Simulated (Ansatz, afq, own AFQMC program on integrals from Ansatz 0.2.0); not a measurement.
Integrals from Ansatz 0.2.0, then the random walk in our own AFQMC program (afq).

```yaml
crystal:
  periodic: [false, false, false]
  atoms:
    - {symbol: Ge, position_ang: [0.000000, 0.000000, 0.431903]}
    - {symbol: N, position_ang: [0.000000, 0.000000, -1.883353]}
    - {symbol: H, position_ang: [0.000000, 0.830871, -2.477269]}
    - {symbol: H, position_ang: [0.000000, -0.830871, -2.477269]}
basis:
  gaussian: {orbitals: cc-pVTZ}
magnetization: {spin_polarized: true, initial_magnetization: 3}
correlation: {method: ccsd_t, electrons: outside_noble_gas, hamiltonian_folder: ham}
```

```sh
$ ansatz run in.yaml --threads 1 --pin off --events-out ev --progress --plain --max-ram 24576MiB --backend cuda --devices 0, --max-vram 18GiB
```

afq runs on the folder ham with

```
--method phaseless --trial hf --walkers 600 --populations 10 --least-time 40 --time-step 0.005 --steps-per-block 20 --equilibration-blocks 112 --max-blocks 4000 --target-error 0.001 --factor-cut 1e-05 --start spin_pure --seed 1880 --taylor-order 6
```

Times are imaginary, in 1/Eh. The walk had a cap of 87 s. With eight or more populations the least sampling time is a fifth of least-time, and the error comes from their spread. Filled inner d shells are frozen with the cores.

Log:

```
orbitals 86  electrons 7 4  factors 565 of 624
reference energy -2130.96043962 Eh
CCSD correlation -0.27152893 Eh in 13 cycles, weight of the determinant in the CISD state 0.8866
energy of the start -2130.961281 Eh
 block  time / (1/Eh)  mean weight  energy / Eh
     1     0.100  1.0006  -2131.041308
     2     0.200  1.0020  -2131.092800
     3     0.300  1.0021  -2131.119641
     4     0.400  1.0015  -2131.141962
     5     0.500  0.9998  -2131.154821
     8     0.800  1.0006  -2131.186231
    11     1.100  1.0010  -2131.207984
    26     2.600  0.9989  -2131.240845
    31     3.100  0.9998  -2131.222257
    41     4.100  1.0002  -2131.239039
    56     5.600  0.9992  -2131.230023
    71     7.100  0.9995  -2131.237520
    81     8.100  0.9995  -2131.258953
    86     8.600  1.0006  -2131.248909
   101    10.100  0.9997  -2131.250231
   116    11.600  0.9988  -2131.241014
   131    13.100  0.9990  -2131.235611
   146    14.600  0.9998  -2131.253442
   161    16.100  0.9998  -2131.233953
   176    17.600  1.0002  -2131.245259
   191    19.100  0.9999  -2131.238661
   206    20.600  0.9989  -2131.234040
   221    22.100  1.0004  -2131.236187
   231    23.100  1.0006  -2131.240012
error from the spread of 10 populations
energy -2131.240063 +/- 0.000913 Eh
(rows thinned)
```

The run passed its tests (sampling time, drift between the halves within three errors, error under three times the target), which doesn't prove that it has relaxed.

Against this walk (error 24.9 meV) on the same determinant: CCSD(T) 21.8 meV lower (within the noise), the released energy of a separate walk with a CISD trial 54.5 ± 25.3 meV lower, a separate phaseless walk with a CISD trial and standard settings 45.8 ± 25.6 meV lower (within the noise). The error is statistical and leaves out the bias of the constraint.

Cautions: constraint bias not in the error; no relativity below Rb; no spin-orbit coupling; inner d shell frozen; lower spins were not checked.

The walk took 35 s on 1 × NVIDIA H100 80GB HBM3 with 2 threads of AMD EPYC 7R13 Processor (Zen 3), with other jobs on the host (the card was shared). The log's last line is the phaseless energy.

A walk keeps the symmetry of its determinant, which the program's search chose and which needn't be the lowest solution, so a lower state of the same spin and another symmetry isn't excluded.
